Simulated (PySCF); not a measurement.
Z-matrix (Å, degrees):
```
N
H 1 1.0357
H 1 1.0357 2 100.93
```
Charge 0, spin multiplicity 2.

Q: Estimate the highest occupied spin orbital, total energy and dipole moment that TPSSh-D3(BJ)/def2-TZVP // r2SCAN-D4/def2-SVP in PySCF returns for this input.

A: 
The highest occupied spin orbital is -7.94 eV and the total energy is -55.9042 Ha. The dipole moment comes out as 1.94 D.
